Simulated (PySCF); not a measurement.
Species: thioxoethenylidene, C2S (triplet state).
Z-matrix (Å and degrees, PBE0-D3(BJ)/def2-SVP geometry), rows numbered from 1:
```
C 
C   1  1.3194
S   2  1.5679  1  179.91
```

Level of theory: PySCF, PBE0-D3(BJ)/def2-SVP geometry optimisation, gas phase.

Masses are those of the commonest isotopes; rigid-rotor values at the optimised geometry. 

Q: What are the moment of inertia and the rotational constant?

A: I = 78.473 u·Å², B = 505379 MHz·u·Å²/I = 6440 MHz (0.2148 cm⁻¹, or 0.309 K as hB/k).

Q: List the first levels of a rigid rotor in a Σ state.

A: E(J) = BJ(J+1): J = 1: 0.430, J = 2: 1.289, J = 3: 2.578, J = 4: 4.296, J = 5: 6.445, J = 6: 9.023 cm⁻¹. For this open shell read J as N, the rotation without spin; fine and hyperfine splittings come on top.

Q: Where do the first rotational lines fall?

A: The dipole is 2.99 D; J+1 ← J lies at 2B(J+1): 1 ← 0 at 12.88 GHz, 2 ← 1 at 25.76 GHz, 3 ← 2 at 38.64 GHz, 4 ← 3 at 51.52 GHz, 5 ← 4 at 64.40 GHz, 6 ← 5 at 77.28 GHz.

Q: Estimate the classical rotational partition function at 50 K, 100 K and 298.15 K.

A: Point group C∞v, symmetry number σ = 1; q = kT/(σhB), k/h = 20836.6 MHz/K: 162 at 50 K, 324 at 100 K, 965 at 298.15 K.

PBE0-D3(BJ)/def2-SVP frequencies: not computed here. ⟨S²⟩ = 2.022 (exact for a triplet: 2.00). No vibrational averaging or centrifugal distortion is included, and the geometry carries the error of its method.
